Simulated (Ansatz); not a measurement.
Tetramethylammonium chloride (C₄H₁₂ClN). Charge 0, multiplicity 1. Geometry PBE-D4/def2-SVP, basis def2-TZVP, Ansatz.

Cartesian coordinates in Å:
```
C 1.1247 1.1480 -0.5745
N 0.1422 0.1451 -0.0726
C -0.3967 0.5598 1.2753
C 0.7941 -1.2090 0.0714
C -1.0182 0.0154 -1.0298
H 1.9637 1.2248 0.1420
H 1.5041 0.8227 -1.5612
H 0.6245 2.1298 -0.6713
H -0.8919 1.5423 1.1640
H -1.1232 -0.2493 1.5715
H 0.4519 0.6346 1.9804
H 1.1703 -1.5205 -0.9207
H 1.6310 -1.1169 0.7884
H -0.0154 -1.8948 0.4517
H -0.6243 -0.3084 -2.0110
H -1.5070 1.0034 -1.1187
H -1.7016 -0.7554 -0.5727
Cl -2.1284 -2.1719 1.0877
```

```tsv
run	HOMO (eV)	LUMO (eV)
A	-5.69	-0.06
B	-4.24	-0.82
C	-4.44	-0.86
D	-5.41	-0.36
E	-4.72	-0.31
```

B3LYP takes the VWN-RPA correlation.

Q: The runs used B3LYP, BLYP, PBE, PBE0, r2SCAN. Estimate which is which.

A: A PBE0 (25 % exact exchange); B BLYP (0 % exact exchange); C PBE (0 % exact exchange); D B3LYP (20 % exact exchange); E r2SCAN (0 % exact exchange). Exact exchange lowers occupied and raises empty levels; among semilocal functionals meta-GGAs tend to open the gap a little, and such runs are hard to tell apart. The gap grows from 3.42 eV (BLYP) to 5.63 eV (PBE0).
